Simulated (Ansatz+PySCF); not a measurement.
Results of a calculation; reference values are marked as such.
## PySCF 2.14.0 run

```python
from pyscf import gto, scf, cc

mol = gto.M(atom="""
Li 0.000000 0.000000 0.000000
N 1.269960 1.693280 3.666060
""", basis='sto-3g', charge=0, spin=0)
mf = scf.RHF(mol)
mf.kernel()
mycc = cc.CCSD(mf, frozen=1).run()
et = mycc.ccsd_t()
print(mf.e_tot, mycc.e_corr, et, mycc.e_tot + et)
```

The script is written out from the run's settings.

Results

```json
{
 "Converged": "yes",
 "Reference energy": "-60.70180 hartree",
 "CCSD correlation energy": "-0.21083 hartree",
 "Triples correction": "-0.00039 hartree",
 "Total energy": "-60.91303 hartree",
 "Spin squared of the determinant": "0.000"
}
```

Caution: large amplitudes, a single reference is doubtful; another spin multiplicity may lie lower; an unrestricted determinant lies well below.
